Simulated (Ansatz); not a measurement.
[S5]2- (S₅²⁻). The state is a singlet with charge -2. Geometry PBE-D4/def2-SVPD; atoms count from 1.

```
atom    x (Å)    y (Å)    z (Å)
  S1  -2.3956  -1.5794  -1.5547
  S2  -1.8418  -0.3029   0.0038
  S3   0.1306  -0.6694   0.8257
  S4   1.8332   0.3432  -0.0533
  S5   2.2736   2.2085   0.7784
```

A multiply charged anion in the gas phase is held together partly by the finite basis. The highest occupied level of the charge -2 singlet lies above zero (up to 2.35 eV). The electron is either unbound and held by the finite basis, or the level is raised by self-interaction error.

(1) Estimate the Mulliken populations from the PBE0/def2-TZVPD orbitals of Ansatz.

(2) And the Mayer bond orders between bonded heavy atoms (over 0.3)?

Answers

(1) 
| atom | charge (e) |
| --- | --- |
| S1 | -0.75 |
| S2 | -0.15 |
| S3 | -0.20 |
| S4 | -0.15 |
| S5 | -0.75 |
Mulliken values and Mayer orders depend strongly on the basis. With diffuse functions, as here, like atoms can get unlike values, and bond orders can come out too low or too high.

(2) S1–S2 1.10 (2.09 Å); S2–S3 0.99 (2.17 Å); S3–S4 0.99 (2.17 Å); S4–S5 1.10 (2.09 Å).
